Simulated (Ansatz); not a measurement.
# C2H2F (SMILES C=[C]F) at 6 levels

We compute a comparison of 6 runs (UHF/STO-3G, U-r2SCAN0/STO-3G, U-revPBE/STO-3G, UB3LYP/STO-3G, UHSE06/STO-3G, UMP2/STO-3G) of C2H2F. 

The calculation is run with Ansatz 0.2.0.

52 further runs of the same task are left out: 1 that didn't finish, 51 set aside as unsound or not needed.

**1. The molecule**

The species is C2H2F (5 atoms), meant as a doublet with charge 0. SMILES: `C=[C]F`. The C2–C1 distance was set to 2.618 Å, away from the relaxed value. At this shape a bond of the SMILES string is far longer than usual.

Bond lengths: C2–F3 1.302 Å, C1–H4 1.087 Å, C1–H5 1.080 Å. Angles: H4–C1–H5 119.4°. A long bond or contact: C1–C2 2.618 Å.

**2. The energy at UHF/STO-3G (run 1)**

File job.yaml:

```yaml
crystal:
  periodic: [false, false, false]
  atoms:
    - {symbol: C, position_ang: [1.569091, -0.794495, -0.430296]}
    - {symbol: C, position_ang: [-0.592700, 0.393700, 0.447100]}
    - {symbol: F, position_ang: [-1.725600, 0.629500, -0.148900]}
    - {symbol: H, position_ang: [1.615591, -1.184495, -1.444096]}
    - {symbol: H, position_ang: [2.426091, -0.900295, 0.218804]}
basis:
  gaussian: {orbitals: STO-3G}
total_charge: 0
accuracy: high
hamiltonian: {xc: hf}
magnetization: {spin_polarized: true, initial_magnetization: 1}
```

On the command line:

```sh
ansatz run job.yaml --threads 1 --pin off --max-ram 2610MiB --events-out events.jsonl --progress --plain --runs-dir runs
```

Output:

```text
Warning: RAYON_NUM_THREADS=1 ignored (pool sized by the plan → 1); use --threads N
Functional definition: HF
  name "HF"
  exchange = exact_x
  correlation = 0
275 factors; integrals over basis functions are off by at most 4.1e-8 eV
mean field evaluation 1: about -4718.6968 eV, gradient 1.7e1 eV
mean field evaluation 2: about -4718.7713 eV, gradient 1.7e1 eV
mean field evaluation 4: about -4723.0421 eV, gradient 4.8e0 eV
mean field evaluation 8: about -4723.6351 eV, gradient 2.3e0 eV
mean field evaluation 16: about -4727.7079 eV, gradient 5.8e-2 eV
mean field evaluation 32: about -4727.7079 eV, gradient 2.9e-4 eV
mean field evaluation 64: about -4727.6926 eV, gradient 5.7e-2 eV
mean field evaluation 96: about -4727.6486 eV, gradient 4.2e-2 eV
mean field evaluation 128: about -4710.7345 eV, gradient 1.3e1 eV
mean field evaluation 160: about -4727.7042 eV, gradient 2.2e-1 eV
mean field evaluation 192: about -4726.2017 eV, gradient 4.8e-1 eV
mean field evaluation 224: about -4727.6646 eV, gradient 7.4e-2 eV
mean field evaluation 256: about -4723.6604 eV, gradient 3.0e-6 eV
mean field -4727.70794818 eV, -173.7400625399 hartree, gradient 1.1e-8 eV, S^2 1.718322; 8 other end points of the search recorded, 0 dependent functions left out
reference -4727.70794818 eV, -173.7400625399 hartree; 12, 11 occupied and 5, 6 virtual orbitals, 275 factors
Total energy: -4727.70794818 eV, -173.7400625399 hartree
```

Run time: 0.14 s. Hardware: 1 thread of AMD EPYC 9R45 (Zen 5), shared host.

**3. A single-point energy at U-r2SCAN0/STO-3G (run 2)**

File run.yaml:

```yaml
crystal:
  periodic: [false, false, false]
  atoms:
    - {symbol: C, position_ang: [1.569091, -0.794495, -0.430296]}
    - {symbol: C, position_ang: [-0.592700, 0.393700, 0.447100]}
    - {symbol: F, position_ang: [-1.725600, 0.629500, -0.148900]}
    - {symbol: H, position_ang: [1.615591, -1.184495, -1.444096]}
    - {symbol: H, position_ang: [2.426091, -0.900295, 0.218804]}
basis:
  gaussian: {orbitals: STO-3G}
total_charge: 0
hamiltonian: {xc: {name: r2SCAN0}}
accuracy: high
magnetization: {spin_polarized: true, initial_magnetization: 1}
```

On the command line:

```sh
ansatz run run.yaml --threads 1 --pin off --max-ram 2610MiB --events-out events.jsonl --progress --plain --runs-dir runs
```

Output (excerpt; [...] marks lines left out):

```text
Warning: RAYON_NUM_THREADS=1 ignored (pool sized by the plan → 1); use --threads N
Functional definition: r2SCAN0
  name "r2SCAN0"
[...]
275 factors; integrals over basis functions are off by at most 4.1e-8 eV
[...]
mean field -4747.20492197 eV, -174.4565631115 hartree, gradient 8.6e-8 eV, S^2 1.617399; 6 other end points of the search recorded, 0 dependent functions left out
reference -4747.20492247 eV, -174.4565631298 hartree; 12, 11 occupied and 5, 6 virtual orbitals, 275 factors
Total energy: -4747.20492247 eV, -174.4565631298 hartree
```

Run time: 4.5 s. Hardware: 1 thread of AMD EPYC 9R45 (Zen 5), shared host; peak memory 0.23 GiB.

Runs 3 to 5 aren't shown in full; the table further down has their settings and results.

**4. A single-point energy at UMP2/STO-3G (run 6)**

Edit job.yaml of step 2 so:

```diff
@@ -9,6 +9,10 @@
 basis:
-  gaussian: {orbitals: STO-3G}
-total_charge: 0
+  gaussian:
+    orbitals: STO-3G
+magnetization:
+  spin_polarized: true
+  initial_magnetization: 1
+correlation:
+  method: mp2
+  frozen_orbitals: {C: 1, F: 1, H: 0}
 accuracy: high
-hamiltonian: {xc: hf}
-magnetization: {spin_polarized: true, initial_magnetization: 1}
```

On the command line:

```sh
ansatz run job.yaml --threads 1 --pin off --max-ram 2610MiB --events-out events.jsonl --progress --plain --runs-dir runs
```

Output (excerpt; [...] marks lines left out):

```text
Warning: RAYON_NUM_THREADS=1 ignored (pool sized by the plan → 1); use --threads N
[... 2 set-up lines as earlier in the session ...]
[...]
275 factors; integrals over basis functions are off by at most 4.1e-8 eV
[...]
mean field -4727.70794818 eV, -173.7400625399 hartree, gradient 1.1e-8 eV, S^2 1.718322; 14 other end points of the search recorded, 0 dependent functions left out
3 core orbitals not correlated: weight in the atoms' cores, before any rotation towards them, 1.000 or more for the frozen orbitals, at most 0.000 for the correlated occupied ones
reference -4727.70794818 eV, -173.7400625399 hartree; 9, 8 occupied and 5, 6 virtual orbitals, 275 factors
second order -2.22728388 eV of doubles, -0.00000000 eV of singles
Total energy: -4729.93523206 eV, -173.8219137130 hartree
```

Wall time 0.18 s (1 thread of AMD EPYC 9R45 (Zen 5), shared host).

**5. The series**

| run | level | frozen core orbitals | energy (Eh) | ⟨S²⟩ | wall time |
| --- | --- | --- | --- | --- | --- |
| 1 | UHF/STO-3G | – | -173.740063 | 1.718 | 0.14 s |
| 2 | U-r2SCAN0/STO-3G | – | -174.456563 | 1.617 | 4.5 s |
| 3 | U-revPBE/STO-3G | – | -174.494163 | 1.338 | 1 s |
| 4 | UB3LYP/STO-3G | – | -174.519726 | 1.507 | 1.9 s |
| 5 | UHSE06/STO-3G | – | -174.345217 | 1.557 | 2.4 s |
| 6 | UMP2/STO-3G | 3 | -173.821914 | 1.718 | 0.18 s |

**6. Summary of results**

| quantity | value |
| --- | --- |
| run 6: total energy | -173.82191 Eh |
| run 6: correlation energy (3 core orbitals frozen) | -81.9 mEh |
| run 6: ⟨S²⟩ of the reference determinant | 1.718 |

What this shows: Totals of different functionals can't be ranked against each other. In runs 1, 2, 3, 4, 5, 6 the basis is minimal, so the values are rough. Spin contamination of the reference: run 1 ⟨S²⟩ = 1.72, run 6 ⟨S²⟩ = 1.72, run 2 ⟨S²⟩ = 1.62, run 5 ⟨S²⟩ = 1.56, run 4 ⟨S²⟩ = 1.51, run 3 ⟨S²⟩ = 1.34. Where it is this large, the reference is a mixture of spin states, and values that rest on it are in doubt. All runs together took 10 s, the longest 4.5 s.
